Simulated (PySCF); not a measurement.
From PBE to CCSD(T): MF along the third period

PBE and CCSD(T) in PySCF with def2-TZVPPD on every atom, for the lowest determinant that a PBE0 search found; no spin–orbit coupling.

| molecule | state (unpaired electrons) | PBE Re (Å) | PBE ωe (cm⁻¹) | PBE De (eV) | CCSD(T) Re (Å) | CCSD(T) ωe (cm⁻¹) | CCSD(T) De (eV) |
| --- | --- | --- | --- | --- | --- | --- | --- |
| AlF | singlet (closed shell) | 1.686 | 742 | 7.05 | 1.669 | 785 | 6.85 |
| PF | triplet (π ↑↑) | 1.619 | 804 | 5.08 | 1.601 | 844 | 4.44 |
| SF | doublet (π ↑) | 1.623 | 803 | 4.11 | 1.607 | 833 | 3.43 |
| ClF | singlet (closed shell) | 1.651 | 762 | 3.12 | ? | ? | ? |

Question: Estimate the CCSD(T) values of ClF by adding the mean shift from PBE to CCSD(T) of the other rows, and compare with the calculation.

Answer: The mean shifts are -1.7 pm, +38 cm⁻¹ and -0.51 eV, which give 1.634 Å, 800 cm⁻¹ and 2.61 eV. CCSD(T)/def2-TZVPPD gives Re = 1.639 Å, ωe = 773 cm⁻¹, De = 2.50 eV.

Question: What are the mean differences of PBE from CCSD(T) over the whole series?

Answer: Re +1.6 pm, ωe -31 cm⁻¹, De +0.54 eV.

In a basis of this size CCSD(T) is itself not converged; it tends to give bonds that are too long and too weak.

Correlated steps freeze 6 core orbitals. Where the molecule has an RHF reference, its open-shell atoms are computed with UHF. States were picked by a PBE0 search and need not be the measured ground states.
